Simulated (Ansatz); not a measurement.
We consider corundum (α-Al2O3), described by r²SCAN+rVV10 (Ansatz, a first-principles code, plane waves, PAW).

Run with plane-wave cutoff 560 eV, 8×8×8 k mesh, Fermi–Dirac smearing 0.01 eV, scalar-relativistic PAW data made under PBE.

Computed at the level's own relaxed cell.

```xyz
10
Lattice="4.5359 -2.3761 0.0002 4.5359 2.3761 0.0002 3.2911 0.0000 3.9229" Properties=species:S:1:pos:R:3 pbc="T T T"
Al    10.5327     0.0000     3.3425
Al     4.3513     0.0000     1.3808
Al     1.8302     0.0000     0.5808
Al     8.0117     0.0000     2.5425
O      4.7363    -0.9200     2.9423
O      5.1177     1.6481     1.7404
O      7.6267     0.9200     0.9810
O      6.7633     0.7280     3.7018
O      7.2453    -1.6481     2.1829
O      5.5997    -0.7280     0.2215
```

**Question.** List the 31 lowest band energies at Γ above −25 eV (eV, relative to the valence band maximum), grouping those that round alike.

**Answer.** At Γ: -20.24, -17.93, -17.65 (×2), -17.34 (×2), -6.98, -5.96, -5.65 (×2), -4.52, -4.42 (×2), -3.39, -2.95, -1.47 (×2), -1.35 (×2), -0.53 (×2), -0.05 (×2), 0.00, 7.15, 10.12, 12.00, 12.63 (×2), 12.66, 13.39.
